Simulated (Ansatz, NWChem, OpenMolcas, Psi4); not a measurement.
**Worked example: CH3Cl + MgH → CH3 + MgHCl**

Species: CH3Cl (chloromethane) `CCl`, singlet; MgH, doublet; CH3 (methyl radical) `[CH3]`, doublet; MgHCl `[MgH][Cl]`, singlet. A radical takes Cl: the energy is the difference in strength between the C–Cl bond broken and the Mg–Cl bond made.

Shapes, held fixed at every level: PBE0-D4/def2-TZVP. Programs: Ansatz 0.2.0, NWChem 7.3.0, OpenMolcas 26.06, Psi4 1.11. A level may come from different programs for different species; with the same settings they agree closely. The zero-point and thermal change to 298 K, harmonic and unscaled (PBE0-D4/def2-TZVP), is -10.4 kJ/mol.

At CCSD(T)/def2-TZVPP; 1 Eh = 2625.50 kJ/mol:

```
species  energy (Eh)
  CH3Cl  -499.560551
    MgH  -200.357447
    CH3   -39.761719
  MgHCl  -660.200097
```

**Question.** Work out ΔH(298 K) of the reaction at this level.

**Answer.** 
1. Products less reactants: (-39.761719) + (-660.200097) − [(-499.560551) + (-200.357447)] = -0.043818 Eh = -115.0 kJ/mol.
2. With the thermal change: -115.0 + (-10.4) = -125.4 kJ/mol.

Other levels give -136.9 (BHLYP-D4/def2-TZVPP) to -113.8 kJ/mol (B3LYP/6-31G* (Cartesian functions)). No measured value is set beside it here. Open shells run unrestricted. Outer-core shells of Mg are correlated in most correlated rows, in sets that cover them unevenly.
